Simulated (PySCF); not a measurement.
Working out the ionisation energy of Cl

Cl [Ne] 3s2 3p5 (2P) → Cl+ [Ne] 3s2 3p4 (3P). Calculation: PySCF 2.14, in aug-cc-pV(D+d)Z; the non-relativistic Hamiltonian (point nucleus). Frozen: [Ne]. Energies in hartree (1 hartree = 27.21139 eV):

```
            part   Cl (lower)  Cl+ (upper)
             UHF  -459.473057  -459.038417
CCSD correlation    -0.142362    -0.115919
             (T)    -0.002656    -0.001794
```

Question: What does Hartree-Fock give?

Answer: (-459.038417) − (-459.473057) = 0.434640 hartree = 11.827 eV.

Question: What do CCSD and CCSD(T) give?

Answer: The CCSD correlation energies differ by 0.026443 hartree = 0.720 eV and the triples by 0.000862 hartree = 0.023 eV, so CCSD gives 12.547 eV and CCSD(T) 12.570 eV.

Measured between the centres of the two terms (NIST): 12.974 eV, so CCSD(T) (valence) is off by -0.404 eV.

What remains against the reference includes basis incompleteness, the frozen core and higher excitations.
